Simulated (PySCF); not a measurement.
# MgSi (triplet) under other conditions

How does MgSi (triplet) answer to another spin, charge, distance or environment?

Method: method and basis as typed in the scripts; program: PySCF 2.14.0.

1 further run of the same task is left out (it didn't finish).

## Step 1: Starting geometry

MgSi (triplet): 2 atoms, charge 0, spin multiplicity 3.

Bond lengths: Mg1–Si2 2.594 Å.

## Step 2: The base run

input.py reads:

```python
from pyscf import gto, scf, ci

mol = gto.M(
    atom='Mg 0 0 0; Si 0 0 2.594',
    basis='minao',
    charge=0,
    spin=2,
    verbose=4,
)
mf = scf.UHF(mol)
mf = mf.density_fit(auxbasis='def2-universal-jkfit')
mf.kernel()
ci.CISD(mf, frozen=6).kernel()
mf.dip_moment()
print('orbital energies (hartree):', [e[max(0, n-3):n+3].round(4) for e, n in zip(mf.mo_energy, mol.nelec)])
```

Started as:

```
> OMP_NUM_THREADS=1 python input.py
```

The log of this run is left out.

It gives: E(SCF) = -488.450374 Eh, 11 cycles, E(CISD) − E(SCF) = -0.01314 Eh, ⟨S²⟩ = 2.152, μ = 4.04 D (of the SCF density).

The bond length is a typed value, not an optimised one. The triplet is typed in the script; nothing here shows that it is the ground state.

## Step 3: Electric field 0.001 a.u.

Run 1 changes electric field: none → 0.001 a.u.

input.py reads:

```python
from pyscf import gto, scf, ci

mol = gto.M(
    atom='Mg 0 0 0; Si 0 0 2.594',
    basis='minao',
    charge=0,
    spin=2,
    verbose=4,
)
mf = scf.UHF(mol)
mf = mf.density_fit(auxbasis='def2-universal-jkfit')
field = 0.001  # electric field along z, atomic units
h = mf.get_hcore() + field*mol.intor('int1e_r')[2]
mf.get_hcore = lambda *args: h
e_nuc = mol.energy_nuc() - field*mol.atom_charges() @ mol.atom_coords()[:, 2]
mf.energy_nuc = lambda *args: e_nuc
mf.kernel()
ci.CISD(mf, frozen=6).kernel()
mf.dip_moment()
print('orbital energies (hartree):', [e[max(0, n-3):n+3].round(4) for e, n in zip(mf.mo_energy, mol.nelec)])
```

Started as:

```
> OMP_NUM_THREADS=1 python input.py
```

## Step 4: Lengths in bohr

Run 2 changes length unit: angstrom → bohr; bond length: 2.594 Å → 2.594 bohr.

Changes to input.py since step 2:

```diff
@@ -7,2 +7,3 @@
     spin=2,
+    unit='bohr',
     verbose=4,
```

## Step 5: Electric field 0.01 a.u.

Run 3 changes electric field: none → 0.01 a.u.

Changes to input.py since step 2:

```diff
@@ -11,2 +11,7 @@
 mf = mf.density_fit(auxbasis='def2-universal-jkfit')
+field = 0.01  # electric field along z, atomic units
+h = mf.get_hcore() + field*mol.intor('int1e_r')[2]
+mf.get_hcore = lambda *args: h
+e_nuc = mol.energy_nuc() - field*mol.atom_charges() @ mol.atom_coords()[:, 2]
+mf.energy_nuc = lambda *args: e_nuc
 mf.kernel()
```

## Step 6: PCM, ε = 78.36

Run 4 changes solvent: none (gas phase) → PCM, ε = 78.36; step after the SCF: cisd → analyze.

input.py reads:

```python
from pyscf import gto, scf, solvent

mol = gto.M(
    atom='Mg 0 0 0; Si 0 0 2.594',
    basis='minao',
    charge=0,
    spin=2,
    verbose=4,
)
mf = scf.UHF(mol)
mf = mf.density_fit(auxbasis='def2-universal-jkfit')
mf = solvent.PCM(mf)
mf.with_solvent.eps = 78.36
mf.kernel()
mf.analyze()
print('orbital energies (hartree):', [e[max(0, n-3):n+3].round(4) for e, n in zip(mf.mo_energy, mol.nelec)])
```

## Step 7: Electric field 0.2 a.u.

Run 5 changes electric field: none → 0.2 a.u.

Changes to input.py since step 2:

```diff
@@ -11,2 +11,7 @@
 mf = mf.density_fit(auxbasis='def2-universal-jkfit')
+field = 0.2  # electric field along z, atomic units
+h = mf.get_hcore() + field*mol.intor('int1e_r')[2]
+mf.get_hcore = lambda *args: h
+e_nuc = mol.energy_nuc() - field*mol.atom_charges() @ mol.atom_coords()[:, 2]
+mf.energy_nuc = lambda *args: e_nuc
 mf.kernel()
```

## Step 8: Charge +1 (quartet)

Run 6 changes charge: 0 → 1; spin (2S): 2 → 3.

Changes to input.py since step 2:

```diff
@@ -5,4 +5,4 @@
     basis='minao',
-    charge=0,
-    spin=2,
+    charge=1,
+    spin=3,
     verbose=4,
```

What does the calculation give? Wanted: for each run, E(SCF); from base; gap, α spin; SCF dipole; after the SCF.

**Answer**, as computed:

```csv
run,E(SCF) (hartree),from base (eV),cycles,"gap, α spin (eV)",SCF dipole (D),after the SCF
base,-488.450374,0,11,7.90,4.04,"CISD correlation -0.358 eV, core frozen"
electric field 0.001 a.u.,-488.448845,+0.0416,10,7.92,3.73,"CISD correlation -0.354 eV, core frozen"
lengths in bohr (poor choice),-487.777657,not comparable,11,9.53,2.85,"CISD correlation -0.314 eV, core frozen"
electric field 0.01 a.u.,-488.440261,+0.2752,9,8.11,1.23,"CISD correlation -0.311 eV, core frozen"
"PCM, ε = 78.36",-488.472872,-0.6122,15,8.25,8.87,n/a
electric field 0.2 a.u. (poor choice),-488.847777,not comparable,6,12.05,7.57,"CISD correlation -0.058 eV, core frozen"
charge +1 (quartet),-488.196212,+6.9161,9,7.81,n/a,"CISD correlation -0.257 eV, core frozen"
```

**Reading.** Of the runs whose energies can be compared, “PCM, ε = 78.36” moves the SCF energy most (-0.612 eV). A continuum solvent with ε = 78.36 lowers the energy by 0.612 eV. At the SCF level, going to the quartet with one electron fewer costs 6.92 eV at fixed geometry, which need not be the lowest ionisation. Rows marked «poor choice» come from settings spoiled on purpose.
